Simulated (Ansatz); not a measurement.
bcc Li, treated with r²SCAN (PAW; Ansatz, an electronic-structure program).

Run with plane-wave cutoff 500 eV, 4×4×4 k mesh, Fermi–Dirac smearing 0.1 eV, cell of 54 sites, scalar-relativistic PAW data made under PBE.

Task: What does this level give for the vacancy formation energy and vacancy formation energy before relaxation?

Result: 
- vacancy formation energy = 0.56 eV
- vacancy formation energy before relaxation = 0.68 eV

Measured, for comparison: vacancy formation energy 0.4 eV (not corrected to a static lattice, monovacancy; as tabulated in Riffe and Christensen (2024), arXiv:2406.09527). Computed (rounded) less measured: vacancy formation energy +0.16 eV.

Note: energies are extrapolated to zero smearing, and mesh and cell size move such values by some hundredths of an eV or more.

The computed numbers hold no vibrational or temperature effects.
